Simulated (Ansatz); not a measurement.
PBE exchange is replaced step by step with exact exchange (0 % is PBE, 25 % PBE0; no dispersion term), basis def2-TZVPD, Ansatz. System: B₃H⁻. Total charge -1; doublet. Geometry: PBE-D4/def2-TZVPD, each spin state at its own.

Geometry of the doublet:

```xyz
4

B    -0.927    0.540    0.641
B     0.512    0.365    1.117
B     0.018   -0.175   -0.378
H     0.396   -0.730   -1.381
```

At PBE-D4/def2-TZVPD, PBE with 5 % exact exchange/def2-TZVPD, PBE with 10 % exact exchange/def2-TZVPD, PBE with 15 % exact exchange/def2-TZVPD the highest occupied level of the charge -1 doublet lies above zero (up to 0.80 eV). By energy differences its removal costs 2.17 eV (vertical, to the charge 0 singlet, at PBE-D4/def2-TZVPD); a positive level beside a positive removal energy at the same level points to self-interaction error. At PBE-D4/def2-TZVPD, PBE with 5 % exact exchange/def2-TZVPD, PBE with 10 % exact exchange/def2-TZVPD, PBE with 15 % exact exchange/def2-TZVPD and others the highest occupied level of the charge -1 quartet lies above zero (up to 1.53 eV). It is a level of α spin, whose loss leaves a triplet; that state wasn't run at this geometry and level. The electron is either unbound and held by the finite basis, or the level is raised by self-interaction error. The structure comes from a short search, and lower isomers may exist.

HOMO and LUMO are taken over both spins.

| exact exchange (%) | HOMO (eV) | LUMO (eV) | gap (eV) | ⟨S²⟩ | quartet − doublet (kJ/mol) |
| --- | --- | --- | --- | --- | --- |
| 0 | 0.80 | 2.11 | 1.31 | 0.766 | 193.5 |
| 5 | 0.58 | 2.29 | 1.70 | 0.769 | 190.8 |
| 10 | 0.37 | 2.47 | 2.10 | 0.772 | 188.0 |
| 15 | 0.15 | 2.64 | 2.49 | 0.776 | 185.1 |
| 25 | -0.29 | 2.97 | 3.26 | 0.786 | 179.3 |
| 35 | -0.73 | 3.28 | 4.02 | 0.798 | 173.5 |

Question: Estimate the row for 50 %.

Answer: 
| exact exchange (%) | HOMO (eV) | LUMO (eV) | gap (eV) | ⟨S²⟩ | quartet − doublet (kJ/mol) |
| --- | --- | --- | --- | --- | --- |
| 50 | -1.42 | 3.69 | 5.11 | 0.823 | 165.2 |
